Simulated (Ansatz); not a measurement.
Cost and result for the atomization energy of HNO₂ (`O=NO`) (4 atoms, 3 bonds).

```xyz
4

O     1.0157   -0.3563   -1.0395
N     0.0675   -0.5159   -0.3874
O    -0.1402    0.5631    0.4758
H    -0.9431    0.3091    0.9511
```

Total charge 0; spin multiplicity 1. The structure was optimised at the PBE0-D4/def2-TZVP level. It is one conformer, not always the lowest. Program: Ansatz. Hardware: A = 2 threads of an AMD EPYC 7R13 on a shared host; B = 2 threads of an AMD EPYC 7R13 on a shared host and a share of an NVIDIA H100 80 GB. Times are those of one run each, without the atoms' runs, and a repeat can differ threefold. Electronic energies, without spin–orbit coupling; frozen cores. CCSD(T)/CBS extrapolates def2-TZVPP and def2-QZVPP, and its time is that of the two runs behind it. T1 = 0.020; the RHF reference is unstable towards UHF. B3LYP takes the VWN-RPA correlation (the form of Gaussian; ORCA's B3LYP/G). HSE06 is the plane-wave form, built on full-range PBE exchange.

CCSD(T)/CBS is a level of theory with its own doubt, some kJ/mol a heavy atom from the limit and from the frozen cores, so smaller differences don't rank the functionals.

| level | functions | wall time |
| --- | --- | --- |
| CCSD(T)/def2-SVP [A] | 47 | 0.45 s |
| BHLYP-D4/def2-TZVPP [A] | 107 | 0.55 s |
| CAM-B3LYP-D4/def2-TZVPP [A] | 107 | 0.6 s |
| HSE06-D4/def2-TZVPP [A] | 107 | 0.65 s |
| B3LYP-D4/def2-TZVPP (with forces) [A] | 107 | 0.7 s |
| r2SCANh-D4/def2-TZVPP [A] | 107 | 0.95 s |
| PBE-QIDH/def2-TZVPP [A] | 107 | 1 s |
| r2SCAN-D4/def2-TZVPP (with forces) [A] | 107 | 1.1 s |
| B97M-V/def2-TZVPP [A] | 107 | 1.4 s |
| CCSD(T)/def2-QZVPP [B] | 201 | 1.6 s |
| ωB97M-V/def2-TZVPP (with forces) [A] | 107 | 1.7 s |
| CCSD(T)/def2-TZVPP [A] | 107 | 2.1 s |
| CCSD(T)/CBS(def2) | – | 3.7 s |

**Question.** What atomization energy does each give, and how far from CCSD(T)/CBS? (An estimate is asked.)

**Answer.** The calculation gave: 
```json
{"level": "CCSD(T)/def2-SVP [A]", "atomization (kJ/mol)": "1167.8", "difference from CCSD(T)/CBS": "-131.8", "per bond": "-43.9"}
{"level": "BHLYP-D4/def2-TZVPP [A]", "atomization (kJ/mol)": "1143.5", "difference from CCSD(T)/CBS": "-156.1", "per bond": "-52.0"}
{"level": "CAM-B3LYP-D4/def2-TZVPP [A]", "atomization (kJ/mol)": "1314.0", "difference from CCSD(T)/CBS": "14.4", "per bond": "4.8"}
{"level": "HSE06-D4/def2-TZVPP [A]", "atomization (kJ/mol)": "1309.8", "difference from CCSD(T)/CBS": "10.2", "per bond": "3.4"}
{"level": "B3LYP-D4/def2-TZVPP (with forces) [A]", "atomization (kJ/mol)": "1313.5", "difference from CCSD(T)/CBS": "13.9", "per bond": "4.7"}
{"level": "r2SCANh-D4/def2-TZVPP [A]", "atomization (kJ/mol)": "1274.6", "difference from CCSD(T)/CBS": "-25.0", "per bond": "-8.3"}
{"level": "PBE-QIDH/def2-TZVPP [A]", "atomization (kJ/mol)": "1250.4", "difference from CCSD(T)/CBS": "-49.2", "per bond": "-16.4"}
{"level": "r2SCAN-D4/def2-TZVPP (with forces) [A]", "atomization (kJ/mol)": "1318.6", "difference from CCSD(T)/CBS": "19.0", "per bond": "6.3"}
{"level": "B97M-V/def2-TZVPP [A]", "atomization (kJ/mol)": "1309.7", "difference from CCSD(T)/CBS": "10.1", "per bond": "3.4"}
{"level": "CCSD(T)/def2-QZVPP [B]", "atomization (kJ/mol)": "1274.9", "difference from CCSD(T)/CBS": "-24.7", "per bond": "-8.2"}
{"level": "ωB97M-V/def2-TZVPP (with forces) [A]", "atomization (kJ/mol)": "1317.2", "difference from CCSD(T)/CBS": "17.6", "per bond": "5.9"}
{"level": "CCSD(T)/def2-TZVPP [A]", "atomization (kJ/mol)": "1238.6", "difference from CCSD(T)/CBS": "-61.0", "per bond": "-20.3"}
{"level": "CCSD(T)/CBS(def2)", "atomization (kJ/mol)": "1299.6", "difference from CCSD(T)/CBS": "0.0", "per bond": "0.0"}
```

From PBE to PBE0 (25 % exact exchange), in def2-TZVPP and without D4, the atomization energy moves by −137.8 kJ/mol: exact exchange takes away binding that semilocal exchange gives to molecules. In def2-TZVPP, CCSD(T) changes the Hartree–Fock value by +712.0 kJ/mol (the triples alone add +61.8 kJ/mol) and MP2 by +780.7 kJ/mol; breaking electron pairs costs correlation energy, which Hartree–Fock lacks. The D4 term adds +5.0 kJ/mol with B3LYP and +2.5 kJ/mol with PBE0; it sums over pairs of atoms, weighted by their polarisabilities, and B3LYP, whose exchange is more repulsive, gets the larger term.
